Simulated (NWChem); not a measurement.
Species: CH$_{4}$S cation, doublet; SMILES of the neutral closed-shell parent CS

```xyz
6

C      0.0191     1.1247     0.0000
S      0.0731    -0.6432     0.0000
H     -0.5335     1.4723     0.8947
H      1.0527     1.4961     0.0000
H     -0.5335     1.4723    -0.8947
H     -1.2692    -0.8978     0.0000
```
Atoms are numbered in this order, from 1.

Geometry: optimised at PBE0/def2-SVP, spin-unrestricted. This spin state was assumed; another may lie lower. No stability test was run on the SCF state.

Symmetry labels are those of Cs in the frame above (b1 and b2, or b-type labels, depend on it).

### Question
List the 6 lowest vertical excitations from B3LYP/def2-SVP, spin-unrestricted, TDA (NWChem).

### Answer
```csv
state,energy (eV),oscillator strength,symmetry of the excitation,<S²>
state 1,2.69,0.001,a',0.76
state 2,4.21,0.000,a',0.76
state 3,5.14,0.065,a",0.76
state 4,5.83,0.005,a',0.76
state 5,7.62,0.000,a',0.80
state 6,8.11,0.000,a",2.74
```
